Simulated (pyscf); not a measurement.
A first-order saddle from PySCF, ωB97X-D3(BJ)/def2-SVP:

```
N
H 1 1.0225
H 1 1.0226 2 109.70
H 1 1.3257 2 122.13 3 -137.45
H 4 1.0648 1 137.26 2 -121.93
Si 1 1.8681 2 116.58 3 134.93
Cl 6 2.0756 1 98.98 2 28.71
Cl 6 2.1085 1 101.80 2 -79.46
```
Charge 0, spin multiplicity 2.

Surface: doublet, charge 0. Lowest wavenumbers (cm⁻¹): 1585i, 153, 193, 239, 268.

### Question
What reaction is this the transition state of?

### Answer
Cl–SiH•–Cl (SMILES Cl[SiH]Cl) + NH₃ (SMILES N) <-> H₂N–Si•(Cl)–Cl (SMILES N[Si](Cl)Cl) + H₂ (SMILES [H][H]), a four-centre exchange read from left to right: H–Si, H–N broken and N–Si, H–H formed. At ωB97M-D3(BJ)/def2-TZVP it lies +1.12 eV from the left side and +1.59 eV from the right (each side as separated species at their lowest minima found). On the reactant side the descent ends in an adduct with a N–Si contact, 0.38 eV under the separated species and 1.52 eV under the saddle at ωB97X-D3(BJ)/def2-TZVP. What is counted as formed (N–Si) is already present as a longer contact in the reactant adduct; forming that adduct is a step of its own. At the saddle there is also a short H–Si contact that neither side keeps. This is the saddle that the search found; another between the same sides may lie lower.
